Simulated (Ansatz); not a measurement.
sulfur dioxide (SMILES O=S=O) moved off its minimum; all values from Ansatz (a quantum-chemistry and plane-wave program), cores frozen in correlated methods.
(charge 0, multiplicity 1)
```xyz
3

O     -1.2723     0.4126     0.0682
S     -0.0380    -0.3137    -0.0178
O      1.3059     0.3231    -0.0720
```

Task: Give the forces (eV/Å), the total energy and the dipole at CCSD(T)/aug-cc-pV(T+d)Z.

Result: 
```json
[
 {"atom": "O1", "Fx": "-0.098", "Fy": "0.744", "Fz": "0.026"},
 {"atom": "S2", "Fx": "2.608", "Fy": "-0.184", "Fz": "-0.144"},
 {"atom": "O3", "Fx": "-2.510", "Fy": "-0.559", "Fz": "0.119"}
]
```
Energy -548.0026 hartree, dipole 1.49 D.

Doubts at one or more of the structures used: a restricted determinant that unrestricted orbitals would lower (CCSD(T)/aug-cc-pV(T+d)Z).
